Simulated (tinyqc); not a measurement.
Worked calculation: extended Hueckel theory, for CO. One step of it, computed by the program tinyqc.

Question. Mulliken analysis. P = C n C^T; charge = valence electrons (O 6, C 4) minus the sum of (P S)_ii on the atom; overlap population = 2 sum P_ij S_ij between two atoms.

coefficients, order 1C 2s, 1C 2px, 1C 2py, 1C 2pz, 2O 2s, 2O 2px, 2O 2py, 2O 2pz:
$$\begin{pmatrix}
0.309679 & 0.673795 & 0.000000 & 0.000000 & 0.410163 & 0.000000 & 0.000000 & 0.923366 \\
0.000000 & 0.000000 & -0.243848 & 0.255979 & 0.000000 & 0.860537 & 0.434437 & 0.000000 \\
0.000000 & 0.000000 & 0.255979 & 0.243848 & 0.000000 & -0.434437 & 0.860537 & 0.000000 \\
0.068892 & -0.314831 & 0.000000 & 0.000000 & -0.552939 & 0.000000 & 0.000000 & 1.144565 \\
0.810613 & -0.337865 & 0.000000 & 0.000000 & 0.058698 & 0.000000 & 0.000000 & -1.038427 \\
0.000000 & 0.000000 & -0.592251 & 0.621716 & 0.000000 & -0.502574 & -0.253721 & 0.000000 \\
0.000000 & 0.000000 & 0.621716 & 0.592251 & 0.000000 & 0.253721 & -0.502574 & 0.000000 \\
0.025513 & -0.534072 & 0.000000 & 0.000000 & 0.692851 & 0.000000 & 0.000000 & 0.819405
\end{pmatrix}$$

occupations: [2.000000, 2.000000, 2.000000, 2.000000, 2.000000, 0.000000, 0.000000, 0.000000]

overlap S, order 1C 2s, 1C 2px, 1C 2py, 1C 2pz, 2O 2s, 2O 2px, 2O 2py, 2O 2pz:
$$\begin{pmatrix}
1.000000 & 0.000000 & 0.000000 & 0.000000 & 0.388417 & 0.000000 & 0.000000 & -0.314644 \\
0.000000 & 1.000000 & 0.000000 & 0.000000 & 0.000000 & 0.226839 & 0.000000 & 0.000000 \\
0.000000 & 0.000000 & 1.000000 & 0.000000 & 0.000000 & 0.000000 & 0.226839 & 0.000000 \\
0.000000 & 0.000000 & 0.000000 & 1.000000 & 0.471315 & 0.000000 & 0.000000 & -0.304436 \\
0.388417 & 0.000000 & 0.000000 & 0.471315 & 1.000000 & 0.000000 & 0.000000 & 0.000000 \\
0.000000 & 0.226839 & 0.000000 & 0.000000 & 0.000000 & 1.000000 & 0.000000 & 0.000000 \\
0.000000 & 0.000000 & 0.226839 & 0.000000 & 0.000000 & 0.000000 & 1.000000 & 0.000000 \\
-0.314644 & 0.000000 & 0.000000 & -0.304436 & 0.000000 & 0.000000 & 0.000000 & 1.000000
\end{pmatrix}$$

Give: charges; Overlap populations.

Answer.

charges: 1C 0.637, 2O -0.637

Overlap populations:
```
pair     value
2-1   1.214166
```
